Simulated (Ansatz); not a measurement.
Relaxation of CH6Si (8 atoms, charge 0, multiplicity 1), to a largest force component of 0.02 eV/Å in at most 40 steps.

All numbers below come from RKS PBE0-D4/def2-SVPD (Ansatz 0.2.0).

```xyz
8
Properties=species:S:1:pos:R:3
Si 0.000 0.000 0.000
C 0.000 0.000 1.870
H -1.000 -0.309 2.240
H 0.768 -0.711 2.240
H 0.232 1.020 2.240
H 1.377 0.000 -0.486
H -0.688 1.191 -0.486
H -0.688 -1.191 -0.486
```

Question: Where does it end, and by what steps?

Answer: The run converged. The force dipped under the threshold on the way, but the program's further checks kept it going. After 6 steps the energy has fallen by 0.068 eV; H5 moved furthest, 0.21 Å.

```json
{"step": "0", "energy less start (eV)": "0.0000", "largest force component (eV/Å)": "0.604", "accepted": "yes"}
{"step": "1", "energy less start (eV)": "-0.0566", "largest force component (eV/Å)": "0.163", "accepted": "yes"}
{"step": "2", "energy less start (eV)": "-0.0630", "largest force component (eV/Å)": "0.028", "accepted": "yes"}
{"step": "3", "energy less start (eV)": "-0.0669", "largest force component (eV/Å)": "0.038", "accepted": "yes"}
{"step": "4", "energy less start (eV)": "-0.0649", "largest force component (eV/Å)": "0.318", "accepted": "no"}
{"step": "5", "energy less start (eV)": "-0.0674", "largest force component (eV/Å)": "0.015", "accepted": "yes"}
{"step": "6", "energy less start (eV)": "-0.0678", "largest force component (eV/Å)": "0.017", "accepted": "yes"}
```

```xyz
8
Properties=species:S:1:pos:R:3
Si 0.000 0.000 0.002
C 0.000 0.000 1.882
H -1.022 -0.105 2.275
H 0.602 -0.833 2.275
H 0.420 0.938 2.275
H 1.391 0.149 -0.525
H -0.824 1.130 -0.526
H -0.566 -1.279 -0.525
```

Whether the end is a true minimum wasn't checked by a vibrational analysis.

Run time: 8 s on 1 thread of Intel(R) Xeon(R) 6975P-C (Granite Rapids), with other jobs on the host, peak memory 0.17 GiB.
